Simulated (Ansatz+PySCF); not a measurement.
A calculation with Ansatz (development build ahead of 0.2.0).

```yaml
crystal:
  periodic: [false, false, false]
  atoms:
    - { symbol: Al, position_ang: [0.0, 0.0, 0.0] }
    - { symbol: Cl, position_ang: [1.09347, 1.45796, 3.15658] }
basis:
  gaussian: { orbitals: STO-3G }
total_charge: 1
magnetization:
  spin_polarized: true
  initial_magnetization: 1
hamiltonian:
  xc: hf
correlation:
  method: ccsd_t
  frozen_orbitals: { Al: 5, Cl: 5 }
scf:
  omitted_lower_state_checks: [stability, starts, atomic_configurations, cluster_reference, orbital_swaps, given_window_search, neighbouring_geometries, increment]
```

The input is written out in the form of the current development build from the run's settings.

Results

```json
{"Converged": "yes", "Reference energy": "-693.42482 hartree", "CCSD correlation energy": "-0.03860 hartree", "Triples correction": "0.00000 hartree", "Total energy": "-693.46341 hartree", "Spin squared of the determinant": "0.750", "T1 diagnostic": "0.000", "Largest doubles amplitude": "0.09", "Occupied orbitals by symmetry in an Abelian subgroup (alpha; beta)": "9 A1 3 B1 3 B2; 9 A1 3 B1 2 B2"}
```
